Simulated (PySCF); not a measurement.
N2, SMILES N#N. Atoms are numbered in the order given.

```xyz
2

N      0.0000     0.0000    -0.5447
N      0.0000     0.0000     0.5447
```

Geometry optimised at PBE0-D3(BJ)/def2-TZVPD.

These are PySCF with ωB97X/def2-TZVPD values and carry that method's errors.

Computed frontier levels, gap, dipole moment and polarisability:
```yaml
highest_occupied_level: -14.88 eV
lowest_empty_level: 2.03 eV
orbital_gap: 16.92 eV
dipole_moment: 0.00 D
quadrupole, principal values (traceless, Buckingham form, about the centre of nuclear charge): -1.46, 0.73, 0.73 D·Å
mean_static_polarisability: 11.8 bohr³ (1.75 Å³)
polarisability_principal_values: 10.2, 10.2, 15.0 bohr³
```
